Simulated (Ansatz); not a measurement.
Crystal: Zn₂O, antifluorite type, 3 atoms in the cell.

All numbers below come from PBE, plane waves, PAW datasets (generated soft set 1) in Ansatz.

Cutoff 420 eV; k-mesh 34×34×34 Γ-centred; Fermi–Dirac smearing of 0.0612 eV; no spin polarisation.

The fit to the energies gives V₀ = 13.548 Å³/atom (a₀ = 5.458 Å), B₀ = 89.9 GPa, B₀′ = 4.73.

Question: What pressure does the program print at V = 14.370 Å³/atom, and how far above the lowest computed point (V = 13.557 Å³/atom) does the energy lie?

Answer: -4.60 GPa and 12.51 meV/atom. All points:

```tsv
V (Å³/atom)	a (Å)	E − E(min) (meV/atom)	P (GPa)
12.744	5.3476	15.06	6.36
13.015	5.3852	6.36	3.97
13.286	5.4224	1.48	1.84
13.557	5.4590	0.00	-0.06
13.828	5.4952	1.56	-1.75
14.099	5.5308	5.83	-3.26
14.370	5.5661	12.51	-4.60
```

The published all-electron PBE values for this crystal (mean of FLEUR and WIEN2k, k-spacing 0.06 Å⁻¹; Bosoni et al., Nat. Rev. Phys. 6, 45 (2024)) are V₀ = 13.556 Å³/atom, B₀ = 89.8 GPa, B₀′ = 4.73.

The stress includes the program's correction for the finite plane-wave basis.

This cubic structure is a model: it isn't the usual form of the substance at ambient conditions, and such phases are metastable or hypothetical.
